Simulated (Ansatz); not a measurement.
## Si3H8 (trisilane): from total energies to a heat of formation

Si3H8: 11 atoms, total charge 0, spin state singlet. SMILES: `[SiH3][SiH2][SiH3]`. The coordinates come from a PBE0-D4/def2-TZVP relaxation.

Total energies at B3LYP/6-31G* (spherical functions) (Ansatz 0.2.0); the atoms run unrestricted:

```
species    state  energy (Eh)
  Si3H8  singlet  -873.277404
     Si  triplet  -289.369795
      H  doublet    -0.500273
```

Harmonic wavenumbers at B3LYP/6-31G*, in cm⁻¹: 77, 96, 101, 320, 382, 428, 444, 465, 571, 601, 719, 734, 886, 898, 934, 947, 949, 951, 957, 2212, 2221, 2228, 2234, 2242, 2243, 2245, 2248.

Measured heats of formation of the gaseous atoms at 298.15 K, in kJ/mol: Si 450.0, H 218.0. Spin-orbit lowering of the atoms at 298 K (mean of the ground term's levels less their thermal mean, from spectra), in kJ/mol: Si 0.44. Take 1 Eh = 2625.50 kJ/mol, 1 cm⁻¹ = 0.0119627 kJ/mol, RT = 2.479 kJ/mol.

**Question.** What heat of formation follows?

**Answer.** 
1. Electronic atomisation energy: 3 × (-289.369795) + 8 × (-0.500273) − (-873.277404) = 1.165835 Eh = 3060.9 kJ/mol.
2. Zero-point energy: half the sum of the wavenumbers, 14666.5 cm⁻¹ = 175.5 kJ/mol.
3. Thermal vibrational enthalpy, Σ hcν̃/(exp(hcν̃/kT) − 1): 12.2 kJ/mol. Translation, rotation and pV of a non-linear molecule: 4 RT = 9.9 kJ/mol.
4. The 11 free atoms carry 5/2 RT each: 68.2 kJ/mol.
5. Spin-orbit coupling lowers the free atoms by 3 × 0.44 = 1.3 kJ/mol.
6. Atomisation enthalpy at 298 K: 3060.9 − 1.3 − 175.5 − 12.2 − 9.9 + 68.2 = 2930.2 kJ/mol.
7. Sum of the atoms' heats of formation: 3094.0 kJ/mol. Heat of formation: 3094.0 − 2930.2 = +163.8 kJ/mol.

The tabulated value is +120.9 kJ/mol (CRC Handbook of Chemistry and Physics), so this level is off by +42.9 kJ/mol, or 1.4 % of the atomisation enthalpy that the table implies (2973.1 kJ/mol). Anharmonicity and any spin-orbit splitting of the molecule are left out.
